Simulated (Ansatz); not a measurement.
BC2⁺. Total charge 1; triplet. Geometry PBE0-D4/def2-TZVP, that of the neutral doublet; atoms count from 1.

Cartesian coordinates in Å:
```
B -1.250 0.168 0.451
C 0.031 -0.001 -0.010
C 1.220 -0.167 -0.441
```

The structure comes from a short search, and lower isomers may exist.

(1) Estimate the Mulliken populations from the PBE0/def2-TZVP orbitals of Ansatz.

(2) Where does the spin sit?

(3) And the Mayer bond orders between heavy atoms (over 0.3)?

Results:

(1) 
| atom | charge (e) | spin (α − β) |
| --- | --- | --- |
| B1 | 0.51 | 0.93 |
| C2 | 0.08 | -0.15 |
| C3 | 0.41 | 1.21 |
Mulliken values depend strongly on the basis.

(2) Summed by element: B 0.93, C 1.07, of 2 unpaired in all. Largest on single atoms: C3 1.21, B1 0.93, C2 -0.15.

(3) B1–C2 1.43 (1.37 Å); B1–C3 0.38 (2.65 Å); C2–C3 2.52 (1.28 Å).
